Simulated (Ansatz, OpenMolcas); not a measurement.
How methods differ on [CF2]+ (SMILES F[C+]F)

[CF2]+, doublet, SMILES `F[C+]F`. Each level relaxes the structure for itself.

Each level gives the zero-point energy at each level's own minimum (kJ/mol). The values are calculated.

```csv
level,kind,program,value (kJ/mol)
UHF/3-21G,Hartree–Fock,OpenMolcas,22.5
UHF/6-31G* (Cartesian functions),Hartree–Fock,OpenMolcas,24.1
UHF/cc-pVTZ,Hartree–Fock,OpenMolcas,24.3
UPBE0/def2-SVP,global hybrid,OpenMolcas,?
UB3LYP/6-31G* (Cartesian functions),global hybrid,OpenMolcas,22.0
UPBE0-D4/def2-TZVP,global hybrid,Ansatz,?
```

Question: Estimate what the levels marked ? give.

Answer: As computed at these levels: UPBE0/def2-SVP: 23.1 kJ/mol; UPBE0-D4/def2-TZVP: 22.6 kJ/mol. Harmonic and unscaled. The values span 22.0 to 24.3 kJ/mol.
